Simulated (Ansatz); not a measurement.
Species: HS, SMILES `[SH]` (charge 0, multiplicity 2).

Q: Give a relaxed geometry from PBE-D3(BJ)/def2-SVP in Ansatz (a first-principles code).

A: the end point of this relaxation (outside a Z-matrix the atoms follow the SMILES, hydrogens last).
Z-matrix (Å, degrees):
```
S
H 1 1.3662
```
